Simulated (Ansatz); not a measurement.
**NH3 (triplet): from Hartree-Fock to the top rungs, aug-cc-pVDZ**

One table from this session's results is given with a row withheld; the runs are named, their logs left out.

Program: Ansatz 0.2.0, Gaussian basis. Level of theory: aug-cc-pVDZ, core rule «outside noble gas», up to 1 orbitals frozen. These are calculated values, not measurements.

Plan: UHF; CCSD(T) on ROHF; CCSD(T) on UHF; BCCD(T) on ROHF; CISD as a restricted active space (open shells left free, so some higher excitations enter); CCSDT(Q) on ROHF; CCSDT(Q) on UHF; CASSCF and MRCISD+Q, 8 electrons in 7 orbitals; CASSCF and NEVPT2, 8 electrons in 7 orbitals.

26 further runs of the same task are left out: 7 for a known fault of the program, 9 that didn't finish, 10 set aside as unsound or not needed. Runs told in other sessions of the task aren't counted.

### What is computed

The geometry is a PBE0/def2-TZVPD stationary point (not a proven minimum) of the parent state, kept for this charge and spin.

4 atoms, charge 0, spin multiplicity 3.

Atoms are counted from 1 here; the program's logs count them from 0.

Bond lengths: N1–H2 1.023 Å, N1–H3 1.023 Å, N1–H4 1.023 Å. Angles: H2–N1–H3 105.5°, H2–N1–H4 105.5°, H3–N1–H4 105.5°.

The first run:

in.yaml reads:

```yaml
crystal:
  periodic: [false, false, false]
  atoms:
    - {symbol: N, position_ang: [0.001986, 0.002583, -0.071414]}
    - {symbol: H, position_ang: [0.931127, -0.002562, 0.357291]}
    - {symbol: H, position_ang: [-0.488328, 0.797474, 0.346746]}
    - {symbol: H, position_ang: [-0.470402, -0.830804, 0.288354]}
basis:
  gaussian: {orbitals: aug-cc-pVDZ}
magnetization: {spin_polarized: true, initial_magnetization: 2}
hamiltonian: {xc: hf}
output: {orbitals: {seedname: orbitals}}
```

Started as:

```sh
$ ansatz run in.yaml --threads 1 --pin off --events-out ev --progress --plain --max-ram 2393MiB
```

Among the steps run: UHF; CCSD(T) on ROHF; CCSD(T) on UHF; BCCD(T) on ROHF; CISD as a restricted active space (open shells left free, so some higher excitations enter); CCSDT(Q) on ROHF; CCSDT(Q) on UHF; CASSCF and MRCISD+Q, 8 electrons in 7 orbitals; CASSCF and NEVPT2, 8 electrons in 7 orbitals.

One of the session's tables, all rows but one given; the rest of the session is left out.

It belongs to the step «Misses and costs». 

```
          method  from UCCSDT(Q) (meV)
            ROHF               +5189.6
             UHF               +5088.2
            RMP2                     ?
            UMP2                +715.3
            CISD                +330.8
           RCCSD                +140.3
           UCCSD                +138.8
        RCCSD(T)                 +21.3
        UCCSD(T)                 +21.1
         BCCD(T)                 +20.8
          RCCSDT                  +7.0
          UCCSDT                  +6.5
       RCCSDT(Q)                  +0.5
       UCCSDT(Q)                     0
  CASSCF valence               +3983.5
  NEVPT2 valence                +881.3
  MRCISD valence                +220.5
MRCISD+Q valence                 +35.2
```

**Question.** Estimate the row for RMP2.

**Answer.** from UCCSDT(Q) (meV): +711.7. In the column «from UCCSDT(Q) (meV)» it lies between CISD (+330.8) and UMP2 (+715.3).

Limits of these values: Restricted and unrestricted rows rest on different reference determinants; a gap between their highest levels can come from leftover correlation error, from unlike frozen cores or from another state.
